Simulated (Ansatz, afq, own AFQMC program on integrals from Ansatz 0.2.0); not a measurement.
## Where AFQMC and coupled cluster stand for AlSiH4, doublet

```yaml
atoms:
  - { symbol: Si, position_ang: [0.0000, 0.0660, 1.4332] }
  - { symbol: Al, position_ang: [0.0000, -0.1198, -1.6192] }
  - { symbol: H, position_ang: [0.0000, 1.4472, 1.9980] }
  - { symbol: H, position_ang: [1.1989, -0.6421, 1.9688] }
  - { symbol: H, position_ang: [-1.1989, -0.6421, 1.9688] }
  - { symbol: H, position_ang: [0.0000, 1.2039, -2.5261] }
```

Connectivity, by distances: SiH3 ··· AlH.

Basis 6-31G. Only valence electrons are correlated. Ansatz 0.2.0 and our own AFQMC program on the same integrals; the CISD trial comes from CCSD amplitudes, and released means the phaseless constraint is let go. ± is one standard error of the sampling.

Determinant: UHF, the one that the program's search chose, which needn't be the lowest solution. The geometry is a point of a scan.

No full CI on the walks' own integrals is used here; CCSDT(Q) serves as the reference and is uncertain by about the last step of the cluster series.

```
T1 diagnostic                               : 0.0206
weight of the determinant in the CISD state : 0.888
⟨S²⟩ of the determinant                     : 0.799
size of the correlated space                : 11 electrons in 24 orbitals
```

```
  level  correlation energy (eV)
    MP2                  -2.2346
   CCSD                  -3.1851
CCSD(T)                  -3.2411
```

Task: Estimate where AFQMC with the constraint released lies against CCSD(T) on the same integrals.

Result: 28.1 ± 5.1 meV below CCSD(T).

Reference: CCSDT(Q), correlation energy -3.268 eV. The released energy is read at 2.40 1/Eh (meV from the phaseless value at times in 1/Eh: 3 ± 5 at 0.24, 3 ± 5 at 0.51, -2 ± 4 at 0.99, 2 ± 6 at 1.62, -3 ± 5 at 2.40).

```tsv
level	E − E(reference) (meV)	share of correlation (%)
CCSD(T)	26.8	99.18
CCSDT	2.9	99.91
ph-AFQMC/CISD	2.0 ± 5.1	99.94
released AFQMC	-1.3 ± 5.1	100.04
```

A walk keeps the symmetry of its determinant, which the program's search chose and which needn't be the lowest solution, so a lower state of the same spin and another symmetry isn't excluded. Released energies are given only where the last usable release times agree within the noise; a slower fall can still hide under it.
